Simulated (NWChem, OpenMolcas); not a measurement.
**The same job for OpenMolcas**

This NWChem 7.3.0 job computes triplet PH3:

run.nw:
```
start run
memory stack 880 mb heap 220 mb global 1100 mb
charge 0

geometry units angstroms noautosym nocenter noautoz
  P     0.346000   -0.326500   -0.332800
  H     0.630900   -0.034000    1.027000
  H    -1.005500   -0.663000   -0.057200
  H     0.028700    1.023500   -0.636900
end

basis spherical bse
  * library STO-3G
end

scf
  triplet
  uhf
  thresh 1e-08
  maxiter 80
  print low
end

task scf energy
```

```bash
$ nwchem run.nw > run.out
```

The coordinates come from a PBE0-D4/def2-TZVP relaxation. That shape belongs to the parent species and isn't relaxed for this state.

It gives a total energy of -338.282892 Eh.

Q: How is this level of theory, on these atoms, set up in OpenMolcas 26.06 as an input file of the program's own?

A: One way, which was run:

calc.inp:
```
&GATEWAY
  BasLib = $CurrDir
  BasisSet
  P.STO-3G....
  P1 0.346000 -0.326500 -0.332800 angstrom
  End of Basis
  BasisSet
  H.STO-3G....
  H2 0.630900 -0.034000 1.027000 angstrom
  H3 -1.005500 -0.663000 -0.057200 angstrom
  H4 0.028700 1.023500 -0.636900 angstrom
  End of Basis

&SEWARD

&SCF
  UHF
  Spin = 3
  Thresholds = 1e-10 1e-07 1e-07 1e-05
  PrOrbitals = 1 2
```

```bash
$ export MOLCAS_MEM=1860
$ pymolcas calc.inp > calc.log
```

(Basis files named in the input come from the Basis Set Exchange and aren't shown.)

Its energy is -338.282892 Eh, 0.000 mEh from the first.
